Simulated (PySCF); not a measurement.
## A survey of ³³S NMR shifts

PySCF 2.14.0 with density-fitted response routines calculation with GFN2-xTB geometry and shieldings: GIAO PBE0/pcSseg-1; one averaged value for each set of equivalent atoms, no relativistic terms, one conformer, gas phase.

Shieldings were converted by a linear fit to measured shifts: ³³S (scatter 33.3 ppm rms vs sulfate, solution or neat liquid). A few per cent of atoms miss by over 2 rms, more outside the fitted compound classes.

Question: Give the ³³S shifts of `FCCCS[SiH3]`, `C#CC=S`.

Answer: 
| compound | environment | δ (ppm) |
| --- | --- | --- |
| FCCCS[SiH3] | sulfur bonded to C, Si | -479 |
| C#CC=S | thione sulfur | 1020 |

Question: Match the shifts 624, 550, -116, -405, -450, -580 ppm to `FC(F)(F)OCCS`, `S=c1cc1`, `CS[Si](N)([SiH2]C#N)[SiH2]C#N`, `CC(=S)C1=C(C[SiH3])C[SiH2]1`, `CO[Si](C)(OC)S[SiH3]`, `FC[C@H]1CCC(=S)C1`.

Answer: 624: CC(=S)C1=C(C[SiH3])C[SiH2]1 (thione sulfur); 550: FC[C@H]1CCC(=S)C1 (thione sulfur); -116: S=c1cc1 (sulfur bonded to C); -405: FC(F)(F)OCCS (thiol sulfur); -450: CS[Si](N)([SiH2]C#N)[SiH2]C#N (sulfur bonded to C, Si); -580: CO[Si](C)(OC)S[SiH3] (sulfur bonded to 2 Si).
